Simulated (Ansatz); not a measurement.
# AlCl₂ (doublet): from Hartree-Fock to the top rungs at a displaced geometry (v2), cc-pVDZ

One table from this session's results is given with a row withheld; the runs are named, their logs left out.

The runs use Ansatz 0.2.0, Gaussian basis; cc-pVDZ, core rule «outside noble gas», up to 15 orbitals frozen.

To be run: UHF; CCSD(T) on ROHF; CCSD(T) on UHF; BCCD(T) on ROHF; CISD as a restricted active space (open shells left free, so some higher excitations enter); CCSDT(Q) on ROHF; CCSDT(Q) on UHF.

29 further runs of the same task are left out: 12 for a known fault of the program, 5 that didn't finish, 12 set aside as unsound or not needed. Runs told in other sessions of the task aren't counted.

### The system

The geometry is a PBE0/def2-TZVP stationary point (not a proven minimum) with its atoms shifted at random (size 0.100 Å).

3 atoms, charge 0, spin multiplicity 2.

Atoms are counted from 1 here; the program's logs count them from 0.

Bond lengths: Al1–Cl2 2.103 Å, Al1–Cl3 2.095 Å. Angles: Cl2–Al1–Cl3 118.9°.

Set-up of the first run:

File in.yaml:

```yaml
crystal:
  periodic: [false, false, false]
  atoms:
    - {symbol: Al, position_ang: [0.091678, -0.767708, -0.005435]}
    - {symbol: Cl, position_ang: [-0.073196, 0.308344, -1.805180]}
    - {symbol: Cl, position_ang: [0.003424, 0.275921, 1.809316]}
basis:
  gaussian: {orbitals: cc-pVDZ}
magnetization: {spin_polarized: true, initial_magnetization: 1}
hamiltonian: {xc: hf}
output: {orbitals: {seedname: orbitals}}
```

Command:

```
$ ansatz run in.yaml --threads 1 --pin off --events-out ev --progress --plain --max-ram 2393MiB
```

Among the steps run: UHF; CCSD(T) on ROHF; CCSD(T) on UHF; BCCD(T) on ROHF; CISD as a restricted active space (open shells left free, so some higher excitations enter); CCSDT(Q) on ROHF; CCSDT(Q) on UHF.

One of the session's tables, all rows but one given; the rest of the session is left out.

| method | from UCCSDT(Q) (meV) |
| --- | --- |
| ROHF | +9297.6 |
| UHF | +9274.1 |
| RMP2 | +966.3 |
| UMP2 | +959.9 |
| CISD | +1127.3 |
| RCCSD | +240.2 |
| UCCSD | +239.3 |
| RCCSD(T) | +41.4 |
| UCCSD(T) | +41.0 |
| BCCD(T) | +40.3 |
| RCCSDT | +20.6 |
| UCCSDT | +20.2 |
| RCCSDT(Q) | ? |
| UCCSDT(Q) | 0 |

Estimate the missing values for RCCSDT(Q).

The run gave: from UCCSDT(Q) (meV): +1.8. In the column «from UCCSDT(Q) (meV)» it lies between UCCSDT(Q) (0) and UCCSDT (+20.2).

Caveats from the session: Restricted and unrestricted rows rest on different reference determinants; a gap between their highest levels can come from leftover correlation error, from unlike frozen cores or from another state.
